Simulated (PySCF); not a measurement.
# A diatomic session: BH

An exercise on one series of results from a longer session: the logs are not shown, and one member is left open.

Computed with PySCF 2.14.0. Level: B pcseg-1, H pcseg-1, no relativity.

The first run:

The job is set up so:

* atoms: B, H
* charge: 0
* basis: B pcseg-1, H pcseg-1
* Hamiltonian: no relativity
* basis functions: 19
* electrons treated: 6
* masses in u: 11.0093, 1.0078
* levels: PBE0, PBE, r²SCAN, B97-3, r²SCAN0, BHandHLYP, HF, MP2, SCS-MP2, CCSD, CCSD(T)
* grid: 80 radial by 434 angular points
* occupations: held fixed by the projection of orbital angular momentum
* dissociation limit: B + H, each in its ground configuration
* starting distance in angstrom: 1.135
* values of 2S to try: 0, 2

Steps of the session up to this table: Input; First curve: PBE0; Higher solutions at PBE0; PBE (GGA); r²SCAN (meta-GGA); B97-3 (global hybrid GGA); r²SCAN0 (hybrid meta-GGA); BHandHLYP (global hybrid GGA); RHF (mean field); Correlated methods on the Hartree–Fock reference.

One of the session's tables, all rows but one given; the rest of the session is left out.

It belongs to the step «The curves together». Energy (eV) from each level's lowest point:

```
R (Å)    RHF  RHF-MP2  RHF-SCS-MP2  RHF-CCSD  RHF-CCSD(T)
1.073  0.316    0.335        0.336       n/a          n/a
1.123  0.126    0.138        0.139     0.156        0.157
1.173  0.027    0.032        0.033     0.043        0.044
1.211  0.000    0.000        0.000     0.005        0.006
1.248  0.007    0.001        0.000     0.000        0.000
1.285  0.040    0.029        0.027     0.021        0.020
1.335      ?        ?            ?         ?            ?
1.398  0.260    0.229        0.225     0.197        0.195
1.473  0.471    0.426        0.420     0.375        0.371
1.573  0.795    0.731        0.720       n/a          n/a
```

Q: Estimate the row for R (Å) = 1.335 from the others.

Worked estimate for «RHF». A straight line through the neighbours (1.285, 0.040) and (1.398, 0.260) gives 0.040 + (0.260 − 0.040) × (1.335 − 1.285) / (1.398 − 1.285) = 0.137; a parabola fitted to 4 rows on both sides gives 0.122.

The run gave: RHF: 0.120; RHF-MP2: 0.100; RHF-SCS-MP2: 0.097; RHF-CCSD: 0.082; RHF-CCSD(T): 0.080. In «RHF» the line misses by +0.017 and the parabola by +0.002.

State 2 has its PBE0 minimum 0.91 eV higher. The other levels ran on the lowest alone.
